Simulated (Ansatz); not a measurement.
Input file:

```yaml
crystal:
  periodic: [false, false, false]
  atoms:
    - {symbol: Pt, position_ang: [0.000000, 0.000000, 0.000000]}
    - {symbol: C, position_ang: [0.000000, 0.000000, 1.828600]}
basis:
  gaussian: {orbitals: def2-SVP}
total_charge: 1
magnetization: {spin_polarized: false, initial_magnetization: 1}
correlation: {method: fic_mrcisd_q, electrons: outside_noble_gas, active_space: {window: {electrons: 13, orbitals: 10}, shells: [{species: C, l: s, shell: 2}, {species: C, l: p, shell: 2}, {species: Pt, l: s, shell: 6}, {species: Pt, l: d, shell: 5}]}}
```

```sh
$ ansatz run in.yaml --threads 1 --pin off --events-out ev --progress --plain --max-ram 2393MiB
```

Output:

```
847 factors; integrals over basis functions are off by at most 1.7e-7 eV
mean field evaluation 1: about -4227.2892 eV, gradient 6.0e1 eV
mean field evaluation 2: about -4227.4017 eV, gradient 5.9e1 eV
mean field evaluation 4: about -4238.5480 eV, gradient 1.5e1 eV
mean field evaluation 8: about -4239.2750 eV, gradient 1.3e0 eV
mean field evaluation 16: about -4239.4179 eV, gradient 3.1e-3 eV
mean field evaluation 32: about -4238.7445 eV, gradient 4.3e-5 eV
mean field evaluation 64: about -4238.6401 eV, gradient 7.0e-1 eV
mean field evaluation 96: about -4238.8180 eV, gradient 7.5e0 eV
mean field evaluation 128: about -4238.9301 eV, gradient 1.1e0 eV
mean field evaluation 160: about -4230.5874 eV, gradient 1.5e1 eV
mean field evaluation 192: about -4231.7172 eV, gradient 1.0e0 eV
mean field -4239.41792704 eV, -155.7957352380 hartree, gradient 2.5e-6 eV, S^2 0.750000; 14 other end points of the search recorded, 0 dependent functions left out
reference -4239.41792704 eV, -155.7957352380 hartree; 12, 11 occupied and 34, 35 virtual orbitals, 847 factors
state -4243.40241916 eV, -155.9421626227 hartree
contracted CI cycle   1: correlation 0.00000000 eV, 0.0000000000 hartree, residual 2.48e1 eV
contracted CI cycle   2: correlation -6.03216979 eV, -0.2216781509 hartree, residual 3.31e0 eV
contracted CI cycle   3: correlation -6.16645083 eV, -0.2266128881 hartree, residual 6.69e-1 eV
contracted CI cycle   4: correlation -6.17236500 eV, -0.2268302298 hartree, residual 1.43e-1 eV
contracted CI cycle   5: correlation -6.17263122 eV, -0.2268400132 hartree, residual 3.52e-2 eV
contracted CI cycle   6: correlation -6.17264697 eV, -0.2268405921 hartree, residual 8.00e-3 eV
contracted CI cycle   7: correlation -6.17264774 eV, -0.2268406206 hartree, residual 1.90e-3 eV
contracted CI cycle   8: correlation -6.17264779 eV, -0.2268406223 hartree, residual 4.46e-4 eV
state -4243.40241916 eV, -155.9421626227 hartree; corrected -4250.02768793 eV, -156.1856367593 hartree
Total energy: -4250.02768793 eV, -156.1856367593 hartree
Checks for a lower state left out: starts, orbital_swaps
```

Natural occupations: 1.9970 1.9970 1.9664 1.9144 1.9058 1.9058 1.0290 0.1128 0.1128 0.0588.

Ran on 1 thread of Intel Xeon, shared host: 42 s wall, 0.56 GiB peak host memory.
